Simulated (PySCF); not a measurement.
# SF5+: fields and orbitals

Aim: take SF5+ and compute its lowest excited states, localise its valence orbitals, analyse its density (charges, bond critical points, surface potential) and measure its response to a uniform field.

The runs use PySCF 2.14.0; levels as typed in each script, gas phase, geometry from GFN2-xTB.

## Step 1: Where the work starts

SMILES `F[S+](F)(F)(F)F`, 6 atoms, charge 1, spin multiplicity 1.

Bond lengths: F1–S2 1.549 Å, S2–F3 1.547 Å, S2–F4 1.547 Å, S2–F5 1.547 Å, S2–F6 1.549 Å. Angles: F1–S2–F3 90.0°, F1–S2–F4 90.0°, F1–S2–F5 90.0°, F1–S2–F6 180.0°, F3–S2–F4 120.0°, F3–S2–F5 120.0°, F3–S2–F6 90.0°, F4–S2–F5 120.0°, F4–S2–F6 90.0°, F5–S2–F6 90.0°.

As a file:

```
F     1.5494    0.0006    0.0007
S     0.0001   -0.0001    0.0000
F     0.0009   -1.4937   -0.4021
F     0.0001    1.0952   -1.0925
F    -0.0013    0.3987    1.4946
F    -1.5493   -0.0006   -0.0009
```

## Step 2: Excited states (B3LYP/def2-svpd)

input.py reads:

```python
import numpy as np
from pyscf import gto, scf, dft, tdscf
from pyscf.scf import atom_ks, atom_hf
from scipy.linalg import block_diag

def solve(mol, dm0=None, hcore=None):
    mf = (dft.UKS if mol.spin else dft.RKS)(mol, xc='b3lyp')
    mf.grids.level = 3
    mf = mf.density_fit(auxbasis='def2-universal-jkfit')
    mf.conv_tol, mf.max_cycle = 1e-8, 80
    if hcore is not None:
        mf.get_hcore = lambda *args: hcore
    mf.kernel(dm0)
    if not mf.converged:
        mf = mf.newton().run(mf.mo_coeff, mf.mo_occ, max_cycle=30)
    assert mf.converged, 'SCF not converged'
    return mf

mol = gto.M(atom='''
F      1.54942     0.00056     0.00074
S      0.00008    -0.00006     0.00003
F      0.00092    -1.49373    -0.40205
F      0.00012     1.09516    -1.09249
F     -0.00132     0.39869     1.49461
F     -1.54929    -0.00058    -0.00086
''', basis='def2-svpd', charge=1, spin=0, verbose=4)
mf = solve(mol)
td = mf.TDA()
td.nstates, td.singlet, td.conv_tol = 5, True, 1e-5
td.kernel()
td.analyze()
x, y = np.array([p[0] for p in td.xy]), np.array([p[1] + 0 * p[0] for p in td.xy])
f, mu = td.oscillator_strength(), td.transition_dipole()
nto = [td.get_nto(state=i + 1, verbose=4) for i in range(len(td.e))]
# spherically averaged free atoms, for the promolecule
atm = atom_ks.get_atm_nrks(mol, xc='b3lyp')
pro = block_diag(*[(atm[a[0]][2] * atm[a[0]][3]) @ atm[a[0]][2].T for a in mol._atom])
np.savez('result.npz', e=td.e, f=f, ok=td.converged, w=[n[0] for n in nto], nto=[n[1] for n in nto], x=x, y=y, c=mf.mo_coeff, occ=mf.mo_occ, eps=mf.mo_energy, pro=pro, mu=mu)
```

Launch:

```sh
$ OMP_NUM_THREADS=1 python input.py
```

What it wrote:

```text
[ENV] PYSCF_TMPDIR <dir>
[ENV] PYSCF_MAX_MEMORY 1650
[INPUT] verbose = 4
[INPUT] num. atoms = 6
[INPUT] num. electrons = 60
[INPUT] charge = 1
[INPUT] spin (= nelec alpha-beta = 2S) = 0
[INPUT] symmetry False subgroup None
[INPUT] Mole.unit = angstrom
[INPUT] Symbol           X                Y                Z      unit          X                Y                Z       unit  Magmom
[INPUT]  1 F      1.549420000000   0.000560000000   0.000740000000 AA    2.927979451924   0.001058246630   0.001398397332 Bohr   0.0
[INPUT]  2 S      0.000080000000  -0.000060000000   0.000030000000 AA    0.000151178090  -0.000113383567   0.000056691784 Bohr   0.0
[INPUT]  3 F      0.000920000000  -1.493730000000  -0.402050000000 AA    0.001738548035  -2.822740604047  -0.759764388381 Bohr   0.0
[INPUT]  4 F      0.000120000000   1.095160000000  -1.092490000000 AA    0.000226767135   2.069552462579  -2.064506893826 Bohr   0.0
[INPUT]  5 F     -0.001320000000   0.398690000000   1.494610000000 AA   -0.002494438484   0.753414908603   2.824403563036 Bohr   0.0
[INPUT]  6 F     -1.549290000000  -0.000580000000  -0.000860000000 AA   -2.927733787527  -0.001096041152  -0.001625164467 Bohr   0.0

nuclear repulsion = 425.442875324479
number of shells = 56
number of NR pGTOs = 210
number of NR cGTOs = 142
basis = def2-svpd
ecp = {}

******** <class 'pyscf.df.df_jk.DFRKS'> ********
method = DFRKS
initial guess = minao
damping factor = 0
level_shift factor = 0
DIIS = <class 'pyscf.scf.diis.CDIIS'>
diis_start_cycle = 1
diis_space = 8
diis_damp = 0
SCF conv_tol = 1e-08
SCF conv_tol_grad = None
SCF max_cycles = 80
direct_scf = False
XC library pyscf.dft.libxc version 7.0.0
    S. Lehtola, C. Steigemann, M. J.T. Oliveira, and M. A.L. Marques.,  SoftwareX 7, 1–5 (2018)
XC functionals = b3lyp
    P. J. Stephens, F. J. Devlin, C. F. Chabalowski, and M. J. Frisch.,  J. Phys. Chem. 98, 11623 (1994)
radial grids:
    Treutler-Ahlrichs [JCP 102, 346 (1995); DOI:10.1063/1.469408] (M4) radial grids

becke partition: Becke, JCP 88, 2547 (1988); DOI:10.1063/1.454033
pruning grids: <function nwchem_prune at 0x7a81ee06b600>
grids dens level: 3
symmetrized grids: False
atomic radii adjust function: <function treutler_atomic_radii_adjust at 0x7a81ee06bba0>
small_rho_cutoff = 0
Set gradient conv threshold to 0.0001
Initial guess from minao.
tot grids = 90192
******** <class 'pyscf.df.df.DF'> ********
auxbasis = def2-universal-jkfit
init E= -898.295321452805
  HOMO = -0.473921979325576  LUMO = -0.096206387529667  gap/eV = 10.27816
cycle= 1 E= -896.091143894191  delta_E=  2.2  |g|= 1.27  |ddm|= 3.01
  HOMO = -0.720901411823376  LUMO = -0.49200005555653  gap/eV = 6.22872
cycle= 2 E= -895.573602236434  delta_E= 0.518  |g|= 2.24  |ddm|= 3.04
  HOMO = -0.749440526795368  LUMO = -0.414424765141503  gap/eV = 9.11624
cycle= 3 E= -896.406528131089  delta_E= -0.833  |g|= 0.114  |ddm|= 1.89
  HOMO = -0.720817842735776  LUMO = -0.380493516671621  gap/eV = 9.26070
cycle= 4 E= -896.408391377051  delta_E= -0.00186  |g|= 0.042  |ddm|= 0.122
  HOMO = -0.726105552280862  LUMO = -0.384533614527774  gap/eV = 9.29465
cycle= 5 E= -896.408601439691  delta_E= -0.00021  |g|= 0.0186  |ddm|= 0.0333
  HOMO = -0.725881699775925  LUMO = -0.384842516226286  gap/eV = 9.28015
cycle= 6 E= -896.4086571064  delta_E= -5.57e-05  |g|= 0.0011  |ddm|= 0.0132
  HOMO = -0.725960982994451  LUMO = -0.384866931853552  gap/eV = 9.28164
cycle= 7 E= -896.40865731689  delta_E= -2.1e-07  |g|= 0.000111  |ddm|= 0.000923
  HOMO = -0.725965007639198  LUMO = -0.384877990568667  gap/eV = 9.28145
cycle= 8 E= -896.408657319135  delta_E= -2.25e-09  |g|= 2.83e-05  |ddm|= 0.000106
  HOMO = -0.725962316055709  LUMO = -0.38487886815618  gap/eV = 9.28135
Extra cycle  E= -896.408657318868  delta_E= 2.67e-10  |g|= 4.95e-05  |ddm|= 5.16e-05
converged SCF energy = -896.408657318868

******** <class 'pyscf.tdscf.rks.TDA'> for <class 'pyscf.df.df_jk.DFRKS'> ********
nstates = 5 singlet
deg_eia_thresh = 1.000e-03
wfnsym = None
conv_tol = 1e-05
eigh lindep = 1e-12
eigh level_shift = 0
eigh max_cycle = 100

Excitation energies (eV)
[7.60910925 7.60974934 8.3762575  8.37644709 8.96242392]

** Singlet excitation energies and oscillator strengths **
Excited State   1:      7.60911 eV    162.94 nm  f=0.0000
      30 -> 31       -0.70366
Excited State   2:      7.60975 eV    162.93 nm  f=0.0000
      29 -> 31        0.70366
Excited State   3:      8.37626 eV    148.02 nm  f=0.0069
      27 -> 31        0.18008
      28 -> 31        0.67467
Excited State   4:      8.37645 eV    148.02 nm  f=0.0069
      27 -> 31       -0.67467
      28 -> 31        0.18008
Excited State   5:      8.96242 eV    138.34 nm  f=0.0416
      26 -> 31       -0.69774

** Transition electric dipole moments (AU) **
state          X           Y           Z        Dip. S.      Osc.
  1         0.0002      0.0001     -0.0002      0.0000      0.0000
  2         0.0001     -0.0001     -0.0002      0.0000      0.0000
  3        -0.0002     -0.1221     -0.1359      0.0334      0.0069
  4        -0.0000      0.1361     -0.1223      0.0335      0.0069
  5         0.4352      0.0001      0.0001      0.1894      0.0416

** Transition velocity dipole moments (imaginary part, AU) **
state          X           Y           Z        Dip. S.      Osc.
  1         0.0000      0.0000     -0.0000      0.0000      0.0000
  2         0.0000     -0.0000     -0.0000      0.0000      0.0000
  3        -0.0001     -0.0230     -0.0256      0.0012      0.0026
  4        -0.0000      0.0256     -0.0230      0.0012      0.0026
  5         0.1039      0.0000      0.0000      0.0108      0.0219

** Transition magnetic dipole moments (imaginary part, AU) **
state          X           Y           Z
  1         0.0002     -0.2596     -0.3451
  2        -0.0000     -0.3449      0.2598
  3        -0.0000      0.0004     -0.0003
  4        -0.0001      0.0004      0.0003
  5         0.0000      0.0001     -0.0000
State 1: 7.60911 eV  NTO largest component 0.9932899668770357
    occ-NTO: 0.999419 (MO #30)
    vir-NTO: 0.999057 (MO #31)
State 2: 7.60975 eV  NTO largest component 0.9932897886026628
    occ-NTO: 0.999420 (MO #29)
    vir-NTO: 0.999061 (MO #31)
State 3: 8.37626 eV  NTO largest component 0.9854409589316042
    occ-NTO: 0.961471 (MO #28)
    vir-NTO: 0.999672 (MO #31)
State 4: 8.37645 eV  NTO largest component 0.9854367979372983
    occ-NTO: 0.961467 (MO #27)
    vir-NTO: 0.999673 (MO #31)
State 5: 8.96242 eV  NTO largest component 0.9797496027146899
    occ-NTO: 0.997176 (MO #26)
    vir-NTO: 0.999709 (MO #31)
Spherically averaged atomic KS for {'F', 'S'}

******** <class 'pyscf.scf.atom_ks.AtomSphAverageRKS'> ********
method = AtomSphAverageRKS
initial guess = vsap
damping factor = 0
level_shift factor = 0
diis_start_cycle = 1
diis_space = 12
SCF conv_tol = 1e-09
SCF conv_tol_grad = None
SCF max_cycles = 50
direct_scf = True
direct_scf_tol = 1e-13
XC library pyscf.dft.libxc version 7.0.0
    S. Lehtola, C. Steigemann, M. J.T. Oliveira, and M. A.L. Marques.,  SoftwareX 7, 1–5 (2018)
XC functionals = b3lyp
    P. J. Stephens, F. J. Devlin, C. F. Chabalowski, and M. J. Frisch.,  J. Phys. Chem. 98, 11623 (1994)
radial grids:
    Treutler-Ahlrichs [JCP 102, 346 (1995); DOI:10.1063/1.469408] (M4) radial grids

becke partition: Becke, JCP 88, 2547 (1988); DOI:10.1063/1.454033
pruning grids: <function nwchem_prune at 0x7a81ee06b600>
grids dens level: 3
symmetrized grids: False
atomic radii adjust function: <function treutler_atomic_radii_adjust at 0x7a81ee06bba0>
User specified grid scheme (100, 434)
small_rho_cutoff = 0
Set gradient conv threshold to 3.16228e-05
tot grids = 25232
init E= 325.881919185989
cycle= 1 E= 325.881655246295  delta_E= -0.000264  |g|=    0  |ddm|= 0.201
cycle= 2 E= 325.882953901125  delta_E= 0.0013  |g|=    0  |ddm|= 0.193
cycle= 3 E= 325.876123972355  delta_E= -0.00683  |g|=    0  |ddm|= 0.0966
cycle= 4 E= 325.876126331124  delta_E= 2.36e-06  |g|=    0  |ddm|= 0.00951
cycle= 5 E= 325.876110427568  delta_E= -1.59e-05  |g|=    0  |ddm|= 0.00474
cycle= 6 E= 325.876110431786  delta_E= 4.22e-09  |g|=    0  |ddm|= 0.000397
cycle= 7 E= 325.87611040381  delta_E= -2.8e-08  |g|=    0  |ddm|= 0.000216
cycle= 8 E= 325.876110403825  delta_E= 1.53e-11  |g|=    0  |ddm|= 1.95e-05
Extra cycle  E= 325.876110403838  delta_E= 1.24e-11  |g|=    0  |ddm|= 2.16e-05
Atomic HF for atom  F  converged. SCF energy = 325.876110403838

******** <class 'pyscf.scf.atom_ks.AtomSphAverageRKS'> ********
method = AtomSphAverageRKS
initial guess = vsap
damping factor = 0
level_shift factor = 0
diis_start_cycle = 1
diis_space = 12
SCF conv_tol = 1e-09
SCF conv_tol_grad = None
SCF max_cycles = 50
direct_scf = True
direct_scf_tol = 1e-13
XC library pyscf.dft.libxc version 7.0.0
    S. Lehtola, C. Steigemann, M. J.T. Oliveira, and M. A.L. Marques.,  SoftwareX 7, 1–5 (2018)
XC functionals = b3lyp
    P. J. Stephens, F. J. Devlin, C. F. Chabalowski, and M. J. Frisch.,  J. Phys. Chem. 98, 11623 (1994)
radial grids:
    Treutler-Ahlrichs [JCP 102, 346 (1995); DOI:10.1063/1.469408] (M4) radial grids

becke partition: Becke, JCP 88, 2547 (1988); DOI:10.1063/1.454033
pruning grids: <function nwchem_prune at 0x7a81ee06b600>
grids dens level: 3
symmetrized grids: False
atomic radii adjust function: <function treutler_atomic_radii_adjust at 0x7a81ee06bba0>
User specified grid scheme (100, 434)
small_rho_cutoff = 0
Set gradient conv threshold to 3.16228e-05
tot grids = 23744
init E= 27.5270813628783
cycle= 1 E= 27.5252747299426  delta_E= -0.00181  |g|=    0  |ddm|= 0.184
cycle= 2 E= 27.5249863633053  delta_E= -0.000288  |g|=    0  |ddm|= 0.107
cycle= 3 E= 27.5247582397291  delta_E= -0.000228  |g|=    0  |ddm|= 0.0527
cycle= 4 E= 27.5247503160792  delta_E= -7.92e-06  |g|=    0  |ddm|= 0.0175
cycle= 5 E= 27.5247439491595  delta_E= -6.37e-06  |g|=    0  |ddm|= 0.00874
cycle= 6 E= 27.5247437432069  delta_E= -2.06e-07  |g|=    0  |ddm|= 0.00282
cycle= 7 E= 27.5247435780279  delta_E= -1.65e-07  |g|=    0  |ddm|= 0.00141
cycle= 8 E= 27.5247435726812  delta_E= -5.35e-09  |g|=    0  |ddm|= 0.000454
cycle= 9 E= 27.524743568395  delta_E= -4.29e-09  |g|=    0  |ddm|= 0.000227
cycle= 10 E= 27.5247435682558  delta_E= -1.39e-10  |g|=    0  |ddm|= 7.31e-05
Extra cycle  E= 27.5247435681922  delta_E= -6.36e-11  |g|=    0  |ddm|= 4.96e-05
Atomic HF for atom  S  converged. SCF energy = 27.5247435681922
```

Wall time 1.7 min (1 thread of Intel Xeon Platinum 8259CL at 2.50GHz (Skylake/Cascade Lake), shared host); peak memory 0.69 GiB.

The free atoms at the end serve only for the promolecule density; their printed energies are not used.

## Step 3: Post-processing

TDA singlet states:

| state | energy (eV) | f | leading pair's weight |
| --- | --- | --- | --- |
| S1 | 7.61 | 0.000 | 0.99 |
| S2 | 7.61 | 0.000 | 0.99 |
| S3 | 8.38 | 0.007 | 0.98 |
| S4 | 8.38 | 0.007 | 0.98 |
| S5 | 8.96 | 0.042 | 0.98 |

## Step 4: Localised orbitals (wB97X/def2-svpd)

input.py reads:

```python
import numpy as np
from pyscf import gto, scf, dft, lo
from pyscf.data.elements import chemcore

def solve(mol, dm0=None, hcore=None):
    mf = (dft.UKS if mol.spin else dft.RKS)(mol, xc='wb97x')
    mf.grids.level = 3
    mf = mf.density_fit(auxbasis='def2-universal-jkfit')
    mf.conv_tol, mf.max_cycle = 1e-8, 80
    if hcore is not None:
        mf.get_hcore = lambda *args: hcore
    mf.kernel(dm0)
    if not mf.converged:
        mf = mf.newton().run(mf.mo_coeff, mf.mo_occ, max_cycle=30)
    assert mf.converged, 'SCF not converged'
    return mf

mol = gto.M(atom='''
F      1.54942     0.00056     0.00074
S      0.00008    -0.00006     0.00003
F      0.00092    -1.49373    -0.40205
F      0.00012     1.09516    -1.09249
F     -0.00132     0.39869     1.49461
F     -1.54929    -0.00058    -0.00086
''', basis='def2-svpd', charge=1, spin=0, verbose=4)
mf = solve(mol)
occ_all = mf.mo_coeff[:, mf.mo_occ > 0]
occ = occ_all[:, chemcore(mol):]
loc = lo.ibo.ibo(mol, occ, iaos=lo.iao.iao(mol, occ_all))
fock, s = mf.get_fock(), mf.get_ovlp()
ortho = lo.orth_ao(mol, 'meta_lowdin')
ortho = lo.vec_lowdin(lo.iao.iao(mol, occ_all), s)
labels = lo.iao.reference_mol(mol).ao_labels(fmt=None)
vir = lo.vvo.livvo(mol, occ_all, mf.mo_coeff[:, mf.mo_occ == 0])
both = np.hstack([loc, vir])
p = (ortho.T @ s @ both) ** 2
pop = np.array([p[[l[0] == a for l in labels]].sum(0) for a in range(mol.natm)])
spd = np.array([[p[[l[0] == a and l[2][-1] == k for l in labels]].sum(0) for k in 'spd'] for a in range(mol.natm)])
eps = np.einsum('pi,pq,qi->i', both, fock, both)
for i in np.argsort(eps):
    top = np.argsort(-pop[:, i])[:3]
    print('%3d %s %9.4f Eh ' % (i + 1, 'occ' if i < loc.shape[1] else 'vir', eps[i]), '  '.join('%s%d %.3f' % (mol.atom_symbol(a), a + 1, pop[a, i]) for a in top))
np.savez('result.npz', c=both, nocc=loc.shape[1], pop=pop, spd=spd, eps=eps, e=mf.e_tot)
```

Launch:

```sh
$ OMP_NUM_THREADS=1 python input.py
```

What it wrote:

```text
[ENV] PYSCF_TMPDIR <dir>
[ENV] PYSCF_MAX_MEMORY 1650
[INPUT] verbose = 4
[INPUT] num. atoms = 6
[INPUT] num. electrons = 60
[INPUT] charge = 1
[INPUT] spin (= nelec alpha-beta = 2S) = 0
[INPUT] symmetry False subgroup None
[INPUT] Mole.unit = angstrom
[INPUT] Symbol           X                Y                Z      unit          X                Y                Z       unit  Magmom
[INPUT]  1 F      1.549420000000   0.000560000000   0.000740000000 AA    2.927979451924   0.001058246630   0.001398397332 Bohr   0.0
[INPUT]  2 S      0.000080000000  -0.000060000000   0.000030000000 AA    0.000151178090  -0.000113383567   0.000056691784 Bohr   0.0
[INPUT]  3 F      0.000920000000  -1.493730000000  -0.402050000000 AA    0.001738548035  -2.822740604047  -0.759764388381 Bohr   0.0
[INPUT]  4 F      0.000120000000   1.095160000000  -1.092490000000 AA    0.000226767135   2.069552462579  -2.064506893826 Bohr   0.0
[INPUT]  5 F     -0.001320000000   0.398690000000   1.494610000000 AA   -0.002494438484   0.753414908603   2.824403563036 Bohr   0.0
[INPUT]  6 F     -1.549290000000  -0.000580000000  -0.000860000000 AA   -2.927733787527  -0.001096041152  -0.001625164467 Bohr   0.0

nuclear repulsion = 425.442875324479
number of shells = 56
number of NR pGTOs = 210
number of NR cGTOs = 142
basis = def2-svpd
ecp = {}

******** <class 'pyscf.df.df_jk.DFRKS'> ********
method = DFRKS
initial guess = minao
damping factor = 0
level_shift factor = 0
DIIS = <class 'pyscf.scf.diis.CDIIS'>
diis_start_cycle = 1
diis_space = 8
diis_damp = 0
SCF conv_tol = 1e-08
SCF conv_tol_grad = None
SCF max_cycles = 80
direct_scf = False
XC library pyscf.dft.libxc version 7.0.0
    S. Lehtola, C. Steigemann, M. J.T. Oliveira, and M. A.L. Marques.,  SoftwareX 7, 1–5 (2018)
XC functionals = wb97x
    J.-D. Chai and M. Head-Gordon.,  J. Chem. Phys. 128, 084106 (2008)
radial grids:
    Treutler-Ahlrichs [JCP 102, 346 (1995); DOI:10.1063/1.469408] (M4) radial grids

becke partition: Becke, JCP 88, 2547 (1988); DOI:10.1063/1.454033
pruning grids: <function nwchem_prune at 0x7e6f09463600>
grids dens level: 3
symmetrized grids: False
atomic radii adjust function: <function treutler_atomic_radii_adjust at 0x7e6f09463ba0>
small_rho_cutoff = 0
Set gradient conv threshold to 0.0001
Initial guess from minao.
tot grids = 90192
******** <class 'pyscf.df.df.DF'> ********
auxbasis = def2-universal-jkfit
******** <class 'pyscf.df.df.DF'> ********
auxbasis = auxmol.basis = def2-universal-jkfit
init E= -898.258743047404
  HOMO = -0.524812728318973  LUMO = -0.0601118415123807  gap/eV = 12.64516
cycle= 1 E= -895.920177780319  delta_E= 2.34  |g|= 1.34  |ddm|= 2.93
  HOMO = -0.849473479115987  LUMO = -0.431130784890109  gap/eV = 11.38368
cycle= 2 E= -895.923135801636  delta_E= -0.00296  |g|= 1.52  |ddm|= 2.55
  HOMO = -0.865080518188001  LUMO = -0.322296253070572  gap/eV = 14.76991
cycle= 3 E= -896.289976575586  delta_E= -0.367  |g|= 0.129  |ddm|= 1.31
  HOMO = -0.832847443660391  LUMO = -0.282396014915844  gap/eV = 14.97855
cycle= 4 E= -896.292194023936  delta_E= -0.00222  |g|= 0.0152  |ddm|= 0.0995
  HOMO = -0.832108088987301  LUMO = -0.279373380531182  gap/eV = 15.04068
cycle= 5 E= -896.292265435568  delta_E= -7.14e-05  |g|= 0.00472  |ddm|= 0.0241
  HOMO = -0.832154657157839  LUMO = -0.279253357926535  gap/eV = 15.04521
cycle= 6 E= -896.292268517176  delta_E= -3.08e-06  |g|= 0.00315  |ddm|= 0.00487
  HOMO = -0.831962015459099  LUMO = -0.279253201370866  gap/eV = 15.03997
cycle= 7 E= -896.292270256822  delta_E= -1.74e-06  |g|= 0.000275  |ddm|= 0.00242
  HOMO = -0.831979757442401  LUMO = -0.279280685624432  gap/eV = 15.03971
cycle= 8 E= -896.29227030516  delta_E= -4.83e-08  |g|= 5.75e-05  |ddm|= 0.000659
  HOMO = -0.831981401583657  LUMO = -0.279276356860645  gap/eV = 15.03987
cycle= 9 E= -896.292270307146  delta_E= -1.99e-09  |g|= 9.12e-06  |ddm|= 0.00014
  HOMO = -0.831982677466766  LUMO = -0.279276276213729  gap/eV = 15.03991
Extra cycle  E= -896.292270307174  delta_E= -2.75e-11  |g|= 7.72e-06  |ddm|= 1.71e-05
converged SCF energy = -896.292270307174
 Iterative localization: IB/P4/2x2, 10 iter; Final gradient 4.44e-09

WARNING: Iterative localization failed to converge!
         IB/P4/2x2, 200 iter; Final gradient 1.22e-06
  3 occ   -1.3995 Eh  F4 0.996  S2 0.003  F3 0.000
  2 occ   -1.3995 Eh  F3 0.996  S2 0.003  F4 0.000
  1 occ   -1.3995 Eh  F5 0.996  S2 0.003  F4 0.000
  7 occ   -1.3737 Eh  F3 0.695  S2 0.296  F1 0.004
  6 occ   -1.3737 Eh  F5 0.695  S2 0.296  F1 0.004
  8 occ   -1.3736 Eh  F4 0.695  S2 0.296  F1 0.004
  4 occ   -1.3616 Eh  F1 0.995  S2 0.003  F6 0.001
  5 occ   -1.3615 Eh  F6 0.995  S2 0.003  F1 0.001
 14 occ   -1.3432 Eh  F1 0.714  S2 0.271  F4 0.005
  9 occ   -1.3431 Eh  F6 0.714  S2 0.271  F4 0.005
 12 occ   -0.9236 Eh  F3 0.947  S2 0.043  F5 0.005
 15 occ   -0.9236 Eh  F5 0.947  S2 0.043  F4 0.005
 13 occ   -0.9236 Eh  F4 0.947  S2 0.043  F5 0.005
 10 occ   -0.9074 Eh  F3 0.984  S2 0.013  F6 0.002
 16 occ   -0.9074 Eh  F5 0.984  S2 0.013  F1 0.002
 11 occ   -0.9073 Eh  F4 0.984  S2 0.013  F1 0.002
 18 occ   -0.8854 Eh  F1 0.973  S2 0.021  F5 0.003
 17 occ   -0.8854 Eh  F1 0.973  S2 0.021  F3 0.003
 20 occ   -0.8853 Eh  F6 0.973  S2 0.021  F4 0.003
 19 occ   -0.8853 Eh  F6 0.973  S2 0.021  F5 0.003
 24 vir   -0.2651 Eh  S2 0.457  F3 0.121  F4 0.110
 22 vir   -0.1313 Eh  S2 0.619  F5 0.169  F3 0.101
 23 vir   -0.1313 Eh  S2 0.619  F4 0.163  F3 0.110
 21 vir   -0.0076 Eh  S2 0.614  F6 0.169  F1 0.169
```

Wall time 13 s (1 thread of Intel Xeon Platinum 8259CL at 2.50GHz (Skylake/Cascade Lake), shared host); peak memory 0.56 GiB.

## Step 5: What the saved matrices give

Intrinsic bond orbitals (IBO), occupied:

- lone pair on F4 (s-type) (F4 100 %; −38.1 eV)
- lone pair on F3 (s-type) (F3 100 %; −38.1 eV)
- lone pair on F5 (s-type) (F5 100 %; −38.1 eV)
- σ bond F3–S2 (F3 70 %, S2 30 %; −37.4 eV)
- σ bond F5–S2 (F5 70 %, S2 30 %; −37.4 eV)
- σ bond F4–S2 (F4 70 %, S2 30 %; −37.4 eV)
- lone pair on F1 (s-type) (F1 100 %; −37.0 eV)
- lone pair on F6 (s-type) (F6 100 %; −37.0 eV)
- σ bond F1–S2 (F1 71 %, S2 27 %; −36.5 eV)
- σ bond F6–S2 (F6 71 %, S2 27 %; −36.5 eV)
- lone pair on F3 (p-type) (F3 95 %, S2 4 %; −25.1 eV)
- lone pair on F5 (p-type) (F5 95 %, S2 4 %; −25.1 eV)
- lone pair on F4 (p-type) (F4 95 %, S2 4 %; −25.1 eV)
- lone pair on F3 (p-type) (F3 98 %; −24.7 eV)
- lone pair on F5 (p-type) (F5 98 %; −24.7 eV)
- lone pair on F4 (p-type) (F4 98 %; −24.7 eV)
- lone pair on F1 (p-type) (F1 97 %; −24.1 eV)
- lone pair on F1 (p-type) (F1 97 %; −24.1 eV)
- lone pair on F6 (p-type) (F6 97 %; −24.1 eV)
- lone pair on F6 (p-type) (F6 97 %; −24.1 eV)

[end of part 1 of 3]
